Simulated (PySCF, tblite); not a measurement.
Compound: C4H6O2.
Bonds: C1–C2, C2–C3, C3–O4 (double), C3–C5, C5–O6 (double). Hydrogens: H7, H8, H9 on C1; H10, H11 on C2; H12 on C5.

Computed geometry: GFN2-xTB, gas phase.

Q: What internal coordinates does the optimisation give?

A: 
| bond | length (pm) | order |
| --- | --- | --- |
| C1–C2 | 152.1 | single |
| C2–C3 | 149.9 | single |
| C3=O4 | 120.5 | double |
| C3–C5 | 152.9 | single |
| C5=O6 | 119.8 | double |
| C1–H7, C1–H8, C1–H9 | 108.7 | single |
| C2–H10, C2–H11 | 109.4 | single |
| C5–H12 | 110.6 | single |

Bonds in one row agree within 1 pm and their mean is given. Orders are formal, as drawn. A selection of angles:
| angle | degrees |
| --- | --- |
| C2–C1–H7 | 110.2 |
| C2–C1–H8 | 110.5 |
| H7–C1–H8 | 108.9 |
| H7–C1–H9 | 108.0 |
| C1–C2–C3 | 112.7 |
| C1–C2–H10 | 111.3 |
| C3–C2–H10 | 107.5 |
| H10–C2–H11 | 106.3 |
| C2–C3–O4 | 125.7 |
| C2–C3–C5 | 114.5 |
| O4–C3–C5 | 119.9 |
| C3–C5–O6 | 124.4 |
| C3–C5–H12 | 112.8 |
| O6–C5–H12 | 122.8 |

Torsions: C1–C2–C3–O4 0° (synperiplanar); C2–C3–C5–O6 0° (synperiplanar).

Of the pairs four or more bonds apart, O6···H11 is among the closest relative to their van der Waals radii: 2.75 Å, 101 % of the sum of Bondi's values. The 6 heavy atoms lie in one plane (0.001 Å rms). The C–C distances run from 1.499 Å (C2–C3, drawn single) to 1.529 Å (C3–C5, drawn single), a spread of 0.030 Å.

Point group: Cs (every atom within 0.08 Å of its image). Its GFN2-xTB frequencies are all real (lowest 21 cm⁻¹). The numbers are those of one conformer. 2 starts were optimised and ended at 0.00 and 0.62 kcal/mol (GFN2-xTB); the lowest of these is shown.
